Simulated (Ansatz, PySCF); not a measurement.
Barrier height from HO + H2 to the transition structure H3O, without zero-point energy, on the benchmark's geometries as Psi4's copy of the set gives them.
Transition structure (charge 0, multiplicity 2):
| atom | x (Å) | y (Å) | z (Å) |
|---|---|---|---|
| O | -0.3011 | -0.1080 | 0.0000 |
| H | -0.4279 | 0.8516 | 0.0000 |
| H | 1.0155 | -0.1004 | 0.0001 |
| H | 1.8210 | 0.1132 | -0.0001 |
Reactant (charge 0, multiplicity 2):
```xyz
2

O      0.0000     0.0000     0.0000
H      0.9689     0.0000     0.0000
```
Reactant (charge 0, multiplicity 1):
```xyz
2

H      0.0000     0.0000     0.0000
H      0.7419     0.0000     0.0000
```

Open shells are unrestricted; no spin–orbit coupling.

Frozen-core correlation. CBS(a, b) extrapolates the correlation energy as X⁻³ and adds the Hartree–Fock energy of set b.

The values were computed with Ansatz (Gaussian orbitals); PySCF for the dispersion terms. Values without a source in brackets are computed.

| level | barrier height (kcal/mol) |
|---|---|
| HF/aug-cc-pVDZ | 20.34 |
| r2SCAN-D3(BJ)/def2-TZVPPD | -1.42 |
| B3LYP/def2-TZVPPD | 0.73 |
| wB97X-V/def2-TZVPPD | 3.10 |
| wB97M-V/def2-TZVPPD | 3.29 |
| SCS-MP2/cc-pVDZ | [?] |
| CCSD(T)/aug-cc-pVDZ | 5.51 |
| CCSD(T)/aug-cc-pVTZ | 5.54 |
| MP2/CBS(aug-cc-pVTZ, aug-cc-pVQZ) + ΔCCSD(T)/aug-cc-pVTZ | [?] |

Task: Some entries are withheld; supply them.

Result: 
- SCS-MP2/cc-pVDZ, barrier height (kcal/mol): 11.38
- MP2/CBS(aug-cc-pVTZ, aug-cc-pVQZ) + ΔCCSD(T)/aug-cc-pVTZ, barrier height (kcal/mol): 5.20

Ansatz is an electronic-structure program.
